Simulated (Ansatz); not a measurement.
A run of Ansatz (development build ahead of 0.2.0) on doublet CH₅N(+) at this shape:

```xyz
7

C    -0.3363    0.0339   -0.6068
N     0.4311   -0.0569    0.6156
H    -1.3671    0.3924   -0.4827
H     0.1639    0.7070   -1.3047
H    -0.3829   -0.9454   -1.0858
H     0.5188    0.8413    1.0556
H    -0.0129   -0.6670    1.2781
```

Its results:

| Item | Value |
| --- | --- |
| Converged | yes |
| Total energy | -94.84209 hartree |
| Spin squared of the determinant | 0.760 |
| Stability test | minimum |

Forces (eV/Å):
```tsv
atom	Fx	Fy	Fz
C1	1.131	-0.683	-2.354
N2	-3.701	1.316	0.216
H3	0.241	0.028	0.907
H4	-0.021	0.059	0.198
H5	-0.051	0.007	0.215
H6	1.531	0.583	0.273
H7	0.870	-1.310	0.545
```

Which input gives this output? Name the method, the orbitals and the basis set, and write the input.

UHF in def2-SVP.

```yaml
crystal:
  periodic: [false, false, false]
  atoms:
    - { symbol: C, position_ang: [-0.33634, 0.0339, -0.6068] }
    - { symbol: "N", position_ang: [0.43109, -0.0569, 0.6156] }
    - { symbol: H, position_ang: [-1.36709, 0.39243, -0.48268] }
    - { symbol: H, position_ang: [0.16387, 0.70698, -1.30469] }
    - { symbol: H, position_ang: [-0.3829, -0.94544, -1.08585] }
    - { symbol: H, position_ang: [0.51877, 0.84133, 1.05559] }
    - { symbol: H, position_ang: [-0.01288, -0.66703, 1.27811] }
basis:
  gaussian: { orbitals: def2-SVP }
total_charge: 1
magnetization:
  spin_polarized: true
  initial_magnetization: 1
hamiltonian:
  xc: hf
output:
  forces: true
```
